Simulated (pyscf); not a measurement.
Optimised with ωB97X-D3(BJ)/def2-SVP in PySCF.

Question: For the elementary gas-phase step H₂N–SiH₃ + H₂O → H₂N–SiH₂–OH + H₂ (singlet surface; H–Si, H–O broken, O–Si, H–H formed), what barrier and reaction energy does ωB97M-D3(BJ)/def2-TZVP give, measured from the separated reactants?

Answer: ΔE‡ = 28.7 kcal/mol, ΔE = -22.1 kcal/mol. Zero-point energy shifts the barrier by +0.5 kcal/mol. It is a four-centre exchange, with an imaginary mode of 1188i cm⁻¹. The same reactants have a lower exit, to HO–SiH₃ + NH₃ (barrier +18.9 kcal/mol at ωB97M-D3(BJ)/def2-TZVP, against +28.7 kcal/mol here). This is the saddle that the search found; another between the same sides may lie lower.
